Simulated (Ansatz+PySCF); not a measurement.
Values are calculated unless marked as measured or tabulated.
## Ansatz (development build ahead of 0.2.0) run

```yaml
crystal:
  periodic: [false, false, false]
  atoms:
    - { symbol: "N", position_ang: [0.0, 0.0, -0.14562] }
    - { symbol: H, position_ang: [0.0, 0.79994, 0.50966] }
    - { symbol: H, position_ang: [0.0, -0.79994, 0.50966] }
    - { symbol: H, position_ang: [30.0, 0.0, 0.0] }
basis:
  gaussian: { orbitals: cc-pVDZ }
hamiltonian:
  xc: pbe0
output:
  forces: true
```

The input is written out in the form of the current development build from the run's settings.

The run gave:

| Item | Value |
| --- | --- |
| Converged | yes |
| Total energy | -56.18610 hartree |
| Spin squared of the determinant | 0.000 |
| Stability test | minimum among restricted orbitals |

Forces (eV/Å):
```tsv
atom	Fx	Fy	Fz
N1	0.002	0.000	-0.107
H2	0.000	0.060	0.054
H3	0.000	-0.060	0.054
H4	-0.002	0.000	0.000
```

Caution: charge can spread falsely over distant fragments; an unrestricted determinant lies well below.
